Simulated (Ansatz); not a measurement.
## Property card for Ba₄Ti₃O₁₀

Theory: Ansatz 0.2.0, DFT r2SCAN, scalar-relativistic, plane waves, PAW.

Cutoff 500 eV; k points 6×6×6 on the computed 17-atom cell (Γ-centred); Gaussian smearing, width 0.02 eV; no spin polarisation.

The structure is relaxed at this level of theory with its symmetry kept. Whether it is the stable form of this composition wasn't checked.

```cif
data_structure
_symmetry_space_group_name_H-M 'P 1'
_symmetry_Int_Tables_number 1
_cell_length_a 14.8591
_cell_length_b 4.0393
_cell_length_c 14.8571
_cell_angle_alpha 82.216
_cell_angle_beta 15.625
_cell_angle_gamma 82.159
_cell_volume 237.90
loop_
_atom_site_label
_atom_site_type_symbol
_atom_site_fract_x
_atom_site_fract_y
_atom_site_fract_z
_atom_site_occupancy
Ba1 Ba 0.92522 0.06056 0.93944 1
Ba2 Ba 0.79276 0.19586 0.80414 1
Ba3 Ba 0.06056 0.92522 0.07478 1
Ba4 Ba 0.19586 0.79276 0.20724 1
Ti1 Ti 0.47844 0.47844 0.52156 1
Ti2 Ti 0.61796 0.34325 0.65675 1
Ti3 Ti 0.34325 0.61796 0.38204 1
O1 O 0.30441 0.71151 0.28849 1
O2 O 0.57678 0.44073 0.55927 1
O3 O 0.01801 0.50589 0.98199 1
O4 O 0.50589 0.01801 0.49411 1
O5 O 0.15206 0.36742 0.12179 1
O6 O 0.64127 0.87821 0.63258 1
O7 O 0.87821 0.64127 0.84794 1
O8 O 0.36742 0.15206 0.35873 1
O9 O 0.71151 0.30441 0.69559 1
O10 O 0.44073 0.57678 0.42322 1
```

- Space group: Fmm2 (No. 42)
- Volume per atom: 13.99 Å³
- Formation energy from the elements' standard states (uncorrected): -3.358 eV/atom
- Generalised Kohn–Sham band gap: 2.74 eV, indirect from T to Y (the valley at (0.050, 0.000, 0.050) lies within 0.03 eV, so the order isn't resolved)
- Löwdin character of the top 1 eV of the valence band: O 2p 93 %
- Löwdin character of the lowest 1 eV of the conduction band: Ti 3d 81 %, O 2p 13 %, unprojected 5 %
- Electron masses at the edge by Cartesian direction of the standard setting (m_e; degenerate bands sorted by energy; no spin-orbit coupling): x: 1.7, 1.4; y: over 30, 20; z: 0.71, 0.71
- Hole masses at the edge by Cartesian direction of the standard setting (m_e; degenerate bands sorted by energy; no spin-orbit coupling): x: 1.1; y: 1.3; z: 3.5

Spin-orbit coupling is left out, which matters for the bands of heavy elements.

A ferromagnetic start lost its moments in a first run, so spin was left out; other magnetic orders weren't tried.

Cost: 3 runs of about 58 core-minutes in all, on Intel Xeon Processor @ 2.50GHz (Skylake/Cascade Lake) (shared hosts).